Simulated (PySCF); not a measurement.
C2H2F2NO (doublet state).
Structure used (GFN2-xTB), in Å, numbered top down from 1:
```
atom  x, y, z in Å
N1    -1.2225   -0.0354   -0.0205
C2     0.0260   -0.5491   -0.2191
O3     0.2322   -1.6706   -0.6500
C4     1.0920    0.3555    0.1232
F5     2.3696    0.0716    0.0143
F6     0.9014    1.5762    0.6156
H7    -1.3812    0.8847    0.3476
H8    -2.0085   -0.6234   -0.2356
```

The hyperfine couplings belong to this conformer and change with its torsions.

As a line formula: `C(=O)(N)[C](F)F` [radical].

Computed, not measured: UKS B3LYP, pcH-1 on C F H N O, non-relativistic, mean-field spin-orbit, GIAO (PySCF 2.14.0). The structure is a single GFN2-xTB conformer in the gas phase; no vibrational or solvent corrections. Couplings are sensitive to structure, and on GFN2-xTB geometries they can be far from those on DFT ones. No stability test was run, so a lower SCF solution isn't excluded.

Q: Break the g tensor into its mass correction, gauge correction and orbital-Zeeman/spin–orbit terms.

A: 
```tsv
Δg (ppm)	1	2	3
relativistic mass correction	-268	-268	-268
gauge correction	-7	56	54
orbital Zeeman/spin–orbit	-190	3512	4141
total	-465	3300	3926
```

So g = 2.00185, 2.00562, 2.00625 and g_iso = 2.00457; the tensor is close to axial: the two nearest values differ by 14 % of g3 − g1. Axes: g1 is normal to the molecular plane and g2 points within 9° of the C4–F5 bond.

Q: At 93.735 GHz, how far is the centre of the isotropic spectrum from where a free electron (g = 2.002319) resonates?

A: B = hν/(g μB) with μB/h = 13.99624 MHz/mT gives 3344.70 mT for the free electron and 3340.94 mT at g_iso, 3.76 mT lower.

Q: What effective moment and Curie constant follow for a powder?

A: With the mean of g² = 4.0183 and S(S+1) = 0.75: μ_eff = √(⟨g²⟩S(S+1)) = 1.736 μB and χT = 0.12505·⟨g²⟩·S(S+1) = 0.377 cm³ K/mol (cgs; spin-Hamiltonian part alone).

Q: Average each term over the three axes. Which is largest in size?

A: The orbital-Zeeman/spin–orbit term 2487, the mass correction -268 and the gauge correction 34 ppm, for a total of 2254 ppm. The orbital-Zeeman/spin–orbit term is the largest in size. The mass correction is the same along every axis, so the anisotropy comes from the other two: their spans along these axes are 63 (gauge) and 4331 ppm (orbital Zeeman/spin–orbit).

Q: In a frozen sample, at which fields do the three g values resonate at 9.5, 34, 94 and 263 GHz (hyperfine left aside), and which band first spreads them over more than twice a line width of 0.5 mT?

A: 
```
band    GHz  B(g3) mT  B(g2) mT  B(g1) mT  spread mT
   X    9.5    338.32    338.43    339.06       0.74
   Q   34.0   1210.83   1211.21   1213.49       2.66
   W   94.0   3347.59   3348.64   3354.93       7.34
   J  263.0   9366.13   9369.05   9386.67      20.55
```

The spread grows in proportion to the frequency. Q band is the first where it exceeds 1.0 mT.

The Mulliken spin populations are largest on C4 (+0.73), O3 (+0.16) and F5 (+0.06). The angles at C4 add up to 360.0°, so it is planar.

The HOMO–LUMO gaps are 7.19 eV among the α and 4.81 eV among the β orbitals.
